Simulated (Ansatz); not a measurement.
## Which method gave which barrier?

Saddle point of SiNH₇O, singlet (SiNH₅ ([NH2][SiH3]) + H₂O → SiNH₅O ([NH2][SiH2][OH]) + H₂; bonds formed: Si1–O7, H2–H6; bonds broken: Si1–H2, H6–O7), PBE0-D4/def2-TZVP structure:

Si1  (-0.537, -0.102, -0.176)
H2  (0.781, -1.208, -0.502)
H3  (-1.469, -1.053, -0.835)
H4  (-1.356, 1.162, -0.106)
N5  (-0.053, -0.149, 1.461)
H6  (1.081, -0.281, -1.161)
O7  (0.577, 0.656, -1.480)
H8  (-0.539, 0.396, 2.154)
H9  (0.504, -0.892, 1.846)
H10  (1.010, 1.471, -1.200)
(Å)

Program: Ansatz 0.2.0. Basis: def2-TZVPP, with def2-QZVPP for the basis limit. Cores are frozen in the correlated methods. Extrapolation: Hartree–Fock as exp(−7.88 √X), correlation as X^−2.97. Four methods, as single points on the PBE0-D4 structures, gave these electronic barriers from the start structure: 0.759, 1.223, 1.574, 2.064 eV.

Problem. The methods were, in alphabetical order, BHLYP-D4, HF, r2SCAN-D4, SPW92. Which gave which? (Judge from chemistry; the calculation decides.)

Solution. The calculation gives: SPW92 0.759; r2SCAN-D4 1.223; BHLYP-D4 1.574; HF 2.064 eV. For comparison, CCSD(T) at an estimated basis limit (MP2 extrapolated from triple and quadruple zeta, plus CCSD(T) − MP2 in triple zeta) gives 1.471 eV.

No T1 diagnostic of these runs exceeds 0.012.

Labels in which every atom is bracketed show which atoms are joined, not bond orders.

For scale, one of the runs: CCSD(T)/def2-TZVPP, 202 basis functions, launched by `ansatz run in.yaml --threads 2 --pin off --events-out ev --progress --plain --max-ram 4352MiB`. Time: 62 s of wall clock on 2 CPU threads of an Arm Neoverse V2; the host was shared. Peak host memory: 2.5 GiB.
